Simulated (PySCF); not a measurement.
# Basis set benchmark on one molecule

Molecule: `CC(C)C(=O)Cl`, C₄H₇ClO.

Geometry:
```json
{"atom": "C1", "x (Å)": "0.911", "y (Å)": "-0.919", "z (Å)": "-0.497"}
{"atom": "C2", "x (Å)": "0.014", "y (Å)": "-0.037", "z (Å)": "0.375"}
{"atom": "C3", "x (Å)": "-1.451", "y (Å)": "-0.115", "z (Å)": "-0.026"}
{"atom": "C4", "x (Å)": "0.491", "y (Å)": "1.396", "z (Å)": "0.334"}
{"atom": "O5", "x (Å)": "-0.066", "y (Å)": "2.326", "z (Å)": "-0.137"}
{"atom": "Cl6", "x (Å)": "2.102", "y (Å)": "1.605", "z (Å)": "1.109"}
{"atom": "H7", "x (Å)": "0.579", "y (Å)": "-1.965", "z (Å)": "-0.429"}
{"atom": "H8", "x (Å)": "1.960", "y (Å)": "-0.865", "z (Å)": "-0.178"}
{"atom": "H9", "x (Å)": "0.851", "y (Å)": "-0.611", "z (Å)": "-1.553"}
{"atom": "H10", "x (Å)": "0.138", "y (Å)": "-0.358", "z (Å)": "1.424"}
{"atom": "H11", "x (Å)": "-2.082", "y (Å)": "0.504", "z (Å)": "0.627"}
{"atom": "H12", "x (Å)": "-1.803", "y (Å)": "-1.155", "z (Å)": "0.036"}
{"atom": "H13", "x (Å)": "-1.592", "y (Å)": "0.238", "z (Å)": "-1.059"}
```

Geometry PBE0-D3(BJ)/def2-SVP throughout; GIAO in PySCF 2.14, gas phase, one conformer, non-relativistic; equivalent atoms averaged; functional PBE0.

Reference values (measured; solution, not stated per compound (mostly CDCl3 or CCl4); Pretsch, Buehlmann, Badertscher, Structure Determination of Organic Compounds, 4th ed. (2009)): δ(C2) = 46.5 ppm, δ(C1/C3) = 19.0 ppm, δ(H10) = 2.97 ppm, δ(H7/H8/H9/H11/H12/H13) = 1.31 ppm. Computed shifts are taken against TMS, calculated as an isolated molecule at each level.

How do the basis sets STO-3G, 6-31G, 6-31G*, def2-SVP, 6-311+G(2d,p), def2-TZVP perform against the reference? Times are CPU seconds on 1 thread of an Arm Neoverse V1, shared host.

## Answers


```tsv
basis set	functions	C2	C1/C3	H10	H7/H8/H9/H11/H12/H13	mean abs. error C	mean abs. error H	core-s
STO-3G	41	41.1	22.3	2.20	1.20	4.3	0.44	3.4
6-31G	72	47.0	20.2	2.69	1.33	0.8	0.15	6.8
6-31G*	102	45.3	19.1	2.62	1.18	0.7	0.24	9.4
def2-SVP	123	44.7	19.2	2.44	1.07	1.0	0.39	11
6-311+G(2d,p)	212	49.4	19.6	2.88	1.23	1.8	0.09	24
def2-TZVP	234	50.2	20.4	2.87	1.23	2.6	0.09	29
```

For 13C the closest is 6-31G* (0.7 ppm, with 6-31G practically level) and the furthest STO-3G (4.3 ppm).

For 1H the closest is 6-311+G(2d,p) (0.09 ppm, with def2-TZVP practically level) and the furthest STO-3G (0.44 ppm). Where a smaller basis beats a larger one, errors probably cancel. One molecule is a small sample, and vibrational and solvent effects are absent from the calculation.

A small basis that lands close on one nucleus may do so by chance; judge by the trend and by all nuclei.
